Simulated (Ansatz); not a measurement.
Equilibrium lattice constant a of some elemental metals

Method: HSE06 (Ansatz, a first-principles code, PAW). References are measured values corrected to a static lattice or taken at low temperature (these still hold zero-point motion). The table is a random draw of 8 from 25 solids with such references.

Values in Å.

| solid | reference | HSE06 | error (%) |
|---|---|---|---|
| fcc Pd | 3.876 | 3.909 | +0.85 |
| fcc Al | 4.018 | 4.019 | +0.02 |
| bcc Li | 3.449 | 3.463 | +0.41 |
| fcc Au | 4.062 | 4.126 | +1.58 |
| bcc V | 3.021 | 2.962 | -1.95 |
| fcc Rh | 3.794 | 3.779 | -0.40 |
| fcc Ca | 5.553 | 5.591 | +0.68 |
| fcc Cu | 3.595 | 3.633 | +1.06 |

Over these 8 solids the mean error is +0.28 %, the mean absolute error 0.87 % (median 0.77 %), and the worst case bcc V at -1.95 %; the value is above the reference in 6 of 8 cases. Over all 25 the mean error is +1.09 % and the mean absolute error 1.31 % (median 0.85 %).

All these references are brought to a static lattice.

Spin–orbit coupling is left out, also for the solids with elements from indium on (fcc Au); its size isn't shown.

Differences are worked out from the printed values.

Ansatz's density-functional and Hartree–Fock values are scalar-relativistic unless marked +SOC, with PAW data made under PBE.

Ansatz's runs of these crystals have no spin polarisation. A magnetic state wasn't tried for fcc Pd, bcc V, fcc Rh with meta-GGA or hybrid levels, which favour moments.

Not in this set, of the elemental metals with a reference value in our tables and a result at some level: 19 for a reference at room or unstated temperature (hcp Be, hcp Cd, hcp Co, hcp Hf, body-centred tetragonal In and 14 more). These can be a level's worst cases. Values held back for tests aren't counted. Layered and molecular crystals are counted apart. The metals Ce to Yb are counted apart.

References as tabulated in Mejia-Rodriguez and Trickey (2018), arXiv:1807.09216; Csonka et al. (2009), arXiv:0903.4037.
